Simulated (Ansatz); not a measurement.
# GaGe, quartet in cc-pVDZ: errors against full CI

Geometry: a point of a stretch scan, not a stationary point.

```yaml
atoms:
  - { symbol: Ge, position_ang: [0.0000, 0.0000, 0.0000] }
  - { symbol: Ga, position_ang: [0.0000, 0.0000, 3.0080] }
```

Basis cc-pVDZ; Ansatz 0.2.0. Only valence electrons are correlated (noble-gas cores and the filled d shells of p-block atoms frozen), which leaves 7 electrons in 26 orbitals. Prefix R: restricted or restricted open-shell reference. Active spaces: valence = (7e, 8o) chosen from the atoms' valence shells. No spin–orbit coupling is included, and no scalar relativity.

Full CI is exact within this basis and frozen core; it isn't the basis-set limit.

* UHF ⟨S²⟩: 3.770
* T1 diagnostic (RCCSD): 0.0436
* largest doubles amplitude (RCCSD): 0.074

Problem. From what is known of these methods and the diagnostics, rank them by the size of their error in total energy against full CI in cc-pVDZ, smallest first (an estimate: the text doesn't fix the numbers).
A. RCCSD
B. RHF
C. RCCSDT(Q)
D. NEVPT2 (valence space)
E. RMP2

Solution. C (0.1 kJ/mol), A (17.4 kJ/mol), D (47.4 kJ/mol), E (90.1 kJ/mol), B (325.0 kJ/mol).

All errors are against full CI in cc-pVDZ. Within each family the higher level lies nearer, as is usual though not guaranteed.

The full-CI state has the irrep A2 of C2v, in the program's axes (one component, if the state is degenerate).

Natural occupations of full CI about the gap: 1.937 1.899 0.973 0.965 0.965 0.059 0.059 0.052 0.011 0.011; effectively unpaired electrons, Σ n²(2−n)², 3.08.
